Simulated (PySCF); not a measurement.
Gas-phase reaction: 2 AlCl3.H2O + AlCl2OH + 2 AlH → Al(OH)3 + 4 AlHCl2. Level: PBE0/def2-TZVP; standard pressure 1 bar.

Energies from PySCF, thermal terms from the rigid-rotor harmonic-oscillator model, ideal gas at 1 bar. All species are closed-shell singlets. Adducts (AlCl3.H2O) have no counterpoise correction, and HF, PBE, BLYP, B3LYP and PBE0 lack dispersion. AlCl3.H2O, AlCl2OH, Al(OH)3, AlHCl2: computed as isolated molecules; such fragments, hydroxides, amides, oligomers or adducts are transient or little studied in the gas. The harmonic model lacks anharmonicity and excited electronic states, which grow with temperature; levels with a mode under 35 cm⁻¹ are left out. Soft modes under 120 cm⁻¹ make the harmonic entropy rough for AlCl3.H2O.

```tsv
T (K)	1000/T (1/K)	log10 K
600	1.6667	28.42
800	1.2500	21.25
1000	1.0000	16.93
1200	0.8333	14.05
1400	0.7143	?
1600	0.6250	10.44
```

Task: Fit log10 K = a + b·(1000/T) to the five rows, get the mean ΔH° and ΔS°, and predict log10 K at 1400 K.

Result: Means: 1000/T = 1.0750, log10 K = 18.218. Sums of products about the means: Sxy = 11.17123, Sxx = 0.647278, so b = Sxy/Sxx = 17.26 and a = 18.218 − (17.26)×1.0750 = -0.34.
ΔH° = −R ln 10 × 1000 K × b = −19.145 × (17.26) = -330 kJ; ΔS° = R ln 10 × a = -7 J/K. The run's own values go from -329 kJ and -4 J/K at 600 K to -332 kJ and -8 J/K at 1600 K.
Prediction at 1400 K: -0.34 + (17.26)×0.7143 = 11.99. The computed value is 11.99, 0.00 from the line.
For scale, ΔH°(298 K) is -325 kJ at this level, -308 kJ at ωB97M-V/def2-TZVP†, and runs from -778 to -266 kJ over the 20 levels computed († marks an energy on the PBE0/def2-TZVP geometry).
